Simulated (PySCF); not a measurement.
**Which determinant of NaB⁺ lies lowest?**

Unrestricted PBE0; PySCF, no relativity, basis sets Na pcseg-2, B pcseg-2. Outer shells of the fragments: Na+ closed shells only; B 2s2 2p1.

Followed along the bond (rough minima from three points):

| 2Ms+1 | unpaired | ⟨S²⟩ at the start | R at minimum (Å) | Te (eV) |
| --- | --- | --- | --- | --- |
| 2 | σ ↑ | 0.75 | 2.86 | 0.00 |
| 2 | π ↑ | 0.76 | 2.93 | 0.54 |
| 4 | σ ↑↑, π ↑ | 3.75 | 3.01 | 3.49 |

Solutions found at the starting distance of 2.490 Å, counted from the lowest of them; the search is not exhaustive and high or unbound solutions are not listed, so other states can lie among these:

```tsv
2Ms+1	unpaired	term	E (eV)	⟨S²⟩	⟨Lz²⟩	μ (D)
2	σ ↑	²Σ⁺	0.00	0.75	0.00	-1.95
2	π ↑	²Π	0.50	0.76	1.00	-2.10
4	σ ↑↑, π ↑	⁴Π	3.55	3.75	1.00	-2.65
4	σ ↑, π ↑↑	⁴Σ⁻	4.02	3.75	0.00	-2.42
2	σ ↑↑, π ↓	mixed	5.38	1.75	1.00	-2.63
4	σ ↑↑↑	⁴Σ⁺	9.24	3.75	0.00	7.31
```

A term symbol is given only where ⟨S²⟩ and ⟨Lz²⟩ are close to those of a pure state; real π, δ and φ orbitals otherwise mix terms. A positive dipole points towards B; it is taken about the centre of mass and depends on that origin.

Counting both spins, an empty level lies below a filled one in some of these solutions, because spin and occupation are held.
